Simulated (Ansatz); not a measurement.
**C4H5N: a ladder of functionals and wavefunction methods**

One table from this session's results is given with a row withheld; the runs are named, their logs left out.

Program: Ansatz 0.2.0, Gaussian basis. Level of theory: functionals in def2-TZVPP, the program's frozen cores in correlated methods. These are calculated values, not measurements.

Levels to be run: LDA (SPW92), PBE-D4, revPBE-D4, BLYP-D4, r2SCAN-D4, B97M-V, PBE0-D4, B3LYP-D4, r2SCANh-D4, r2SCAN0-D4, HSE06-D4, BHLYP-D4, CAM-B3LYP-D4, LC-ωPBE, ωB97X-V, ωB97M-V, B2PLYP, PBE-QIDH; CCSD(T)/def2-SVP; CCSD(T)/def2-TZVPP; MP2/def2-QZVPP; extrapolation to the limit; RPA on PBE.

### The geometry

An earlier PBE0-D4 in a triple-zeta def2 set relaxation fixed the geometry.

SMILES `C#C/N=C\C`, 10 atoms, charge 0, spin multiplicity 1.

Atoms are counted from 1 here; the program's logs count them from 0.

Bond lengths: C1–C2 1.206 Å, C1–H6 1.063 Å, C2–N3 1.330 Å, N3–C4 1.275 Å, C4–C5 1.484 Å, C4–H7 1.091 Å, C5–H8 1.090 Å, C5–H9 1.095 Å, C5–H10 1.095 Å. Angles: C2–C1–H6 179.9°, C1–C2–N3 174.3°, C2–N3–C4 122.0°, N3–C4–C5 127.3°, N3–C4–H7 115.5°, C5–C4–H7 117.2°, C4–C5–H8 111.6°, C4–C5–H9 109.8°, C4–C5–H10 109.8°, H8–C5–H9 109.4°, H8–C5–H10 109.5°, H9–C5–H10 106.5°.

As a file:

```mol
C4H5N
  3D, bonds by distance, orders not assigned

 10  9  0  0  0  0  0  0  0  0999 V2000
   -1.2879    1.8431    1.0228 C   0  0
   -1.2198    0.7805    0.4575 C   0  0
   -1.2768   -0.3947   -0.1632 N   0  0
   -0.2263   -1.0174   -0.5284 C   0  0
    1.1823   -0.5869   -0.3474 C   0  0
   -1.3465    2.7802    1.5212 H   0  0
   -0.3958   -1.9720   -1.0282 H   0  0
    1.2460    0.3779    0.1554 H   0  0
    1.7281   -1.3371    0.2335 H   0  0
    1.6798   -0.5247   -1.3204 H   0  0
  1  2  8  0
  2  3  8  0
  3  4  8  0
  4  5  8  0
  1  6  8  0
  4  7  8  0
  5  8  8  0
  5  9  8  0
  5 10  8  0
M  END
```

Set-up of the first run:

in.yaml reads:

```yaml
crystal:
  periodic: [false, false, false]
  atoms:
    - {symbol: C, position_ang: [-1.287915, 1.843132, 1.022794]}
    - {symbol: C, position_ang: [-1.219804, 0.780501, 0.457547]}
    - {symbol: N, position_ang: [-1.276772, -0.394705, -0.163185]}
    - {symbol: C, position_ang: [-0.226286, -1.017430, -0.528352]}
    - {symbol: C, position_ang: [1.182276, -0.586874, -0.347432]}
    - {symbol: H, position_ang: [-1.346516, 2.780221, 1.521224]}
    - {symbol: H, position_ang: [-0.395832, -1.971973, -1.028160]}
    - {symbol: H, position_ang: [1.246042, 0.377853, 0.155362]}
    - {symbol: H, position_ang: [1.728099, -1.337087, 0.233485]}
    - {symbol: H, position_ang: [1.679809, -0.524736, -1.320384]}
basis:
  gaussian: {orbitals: def2-TZVPP}
hamiltonian: {xc: lda}
output: {orbitals: {seedname: orbitals}}
```

Started as:

```sh
> ansatz run in.yaml --threads 2 --pin off --events-out ev --progress --plain --max-ram 4352MiB
```

Steps of the session up to this table: LDA; PBE-D4 (GGA); revPBE-D4 (GGA); BLYP-D4 (GGA); r2SCAN-D4 (meta-GGA); B97M-V (meta-GGA); PBE0-D4 (hybrid); B3LYP-D4 (hybrid); r2SCANh-D4 (hybrid); r2SCAN0-D4 (hybrid); HSE06-D4 (hybrid); BHLYP-D4 (hybrid); CAM-B3LYP-D4 (range-separated); LC-ωPBE (range-separated); ωB97X-V (range-separated); ωB97M-V (range-separated); B2PLYP (double hybrid); PBE-QIDH (double hybrid).

One table of the session follows, with a row left open; its other results are not shown here.

It belongs to the step «Frontier levels by functional». 

```
  functional  HOMO (eV)  gap (eV)
 LDA (SPW92)      -5.82      3.32
      PBE-D4      -5.67      3.39
   revPBE-D4      -5.61      3.42
     BLYP-D4      -5.53      3.40
   r2SCAN-D4      -5.89      3.80
      B97M-V      -5.96      3.99
     PBE0-D4      -6.92      5.63
    B3LYP-D4      -6.70      5.19
  r2SCANh-D4      -6.37      4.63
  r2SCAN0-D4      -7.08      5.88
    HSE06-D4      -6.52      4.85
    BHLYP-D4      -8.06      7.91
CAM-B3LYP-D4      -8.26      8.11
     LC-ωPBE      -9.60     10.58
     ωB97X-V      -9.24     10.17
     ωB97M-V          ?         ?
```

Q: Estimate the row for ωB97M-V from the others.

As computed: HOMO (eV): -9.15; gap (eV): 10.00. In the column «HOMO (eV)» it lies between ωB97X-V (-9.24) and CAM-B3LYP-D4 (-8.26).
